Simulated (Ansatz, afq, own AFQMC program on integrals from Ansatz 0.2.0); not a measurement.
AFQMC on a folder of integrals that Ansatz 0.2.0 wrote.

```yaml
crystal:
  periodic: [false, false, false]
  atoms:
    - {symbol: Zn, position_ang: [0.000000, 0.000000, 0.000000]}
basis:
  gaussian: {orbitals: def2-TZVP}
magnetization: {spin_polarized: false}
correlation: {method: ccsd_t, electrons: outside_noble_gas, hamiltonian_folder: ham}
```

```sh
$ ansatz run in.yaml --threads 1 --pin off --events-out ev --progress --plain --max-ram 24576MiB --backend cuda --devices 0, --max-vram 18GiB
```

Options of the walk:

```
--method phaseless --trial cisd --walkers 4000 --populations 20 --least-time 60 --time-step 0.005 --steps-per-block 50 --equilibration-blocks 40 --max-blocks 4000 --target-error 0.00021 --factor-cut 1e-05 --seed 3303 --release-times 0.24,0.51,0.99,1.62,2.4 --release-step 0.03 --release-every 3 --taylor-order 6
```

Times are imaginary, in 1/Eh. The walk had a cap of 122 s. With eight or more populations the least sampling time is a fifth of least-time, and the error comes from their spread.

afq prints:

```
orbitals 39  electrons 6 6  factors 287 of 320
reference energy -1777.80706628 Eh
CCSD correlation -0.37526124 Eh in 9 cycles, weight of the determinant in the CISD state 0.9068
energy of the start -1778.182334 Eh
 block  time / (1/Eh)  mean weight  energy / Eh
     1     0.250  1.0003  -1778.182948
     2     0.500  0.9998  -1778.185683
     3     0.750  0.9997  -1778.187261
     4     1.000  1.0002  -1778.187978
     5     1.250  1.0001  -1778.188203
    10     2.500  1.0003  -1778.189382
    19     4.750  1.0004  -1778.190280
    29     7.250  1.0003  -1778.190634
    39     9.750  0.9998  -1778.191128
    49    12.250  0.9994  -1778.189302
    51    12.750  1.0005  -1778.192290
    59    14.750  1.0002  -1778.191237
    69    17.250  0.9995  -1778.190814
    79    19.750  1.0002  -1778.190395
    89    22.250  0.9999  -1778.189506
error from the spread of 20 populations
released: time / (1/Eh)  energy / Eh  error  mean overlap
  0.24  -1778.190635  0.000137  1.0000
  0.51  -1778.191067  0.000159  0.9971
  0.99  -1778.190823  0.000229  0.9913
  1.62  -1778.190983  0.000294  0.9899
  2.40  -1778.190944  0.000410  0.9810
energy -1778.190619 +/- 0.000138 Eh
(rows thinned)
```

The run passed its tests (sampling time, drift between the halves within three errors, error under three times the target), which doesn't prove that it has relaxed.

Against this walk (error 3.8 meV) on the same determinant: CCSD(T) 17.6 meV lower, CCSDT(Q) 4.7 meV lower (within the noise), CCSDTQ 9.9 meV lower. The error is statistical and leaves out the bias of the constraint. Released to 0.99 1/Eh the energy moves by -6 ± 7 meV (both errors), within twice the noise.

Cautions: constraint bias not in the error; no relativity below Rb; outer-core shells of the metal frozen.

The walk took 26 s on 1 × NVIDIA H100 80GB HBM3 with 2 threads of AMD EPYC 7R13 Processor (Zen 3) (shared host) (the card was shared). The log's last line is the phaseless energy.

CCSDT and higher add their correlation energy to the determinant of the CCSD(T) run, since their own runs factorise the integrals more tightly (a shift of under 2 meV). A walk keeps the symmetry of its determinant, which the program's search chose and which needn't be the lowest solution, so a lower state of the same spin and another symmetry isn't excluded.
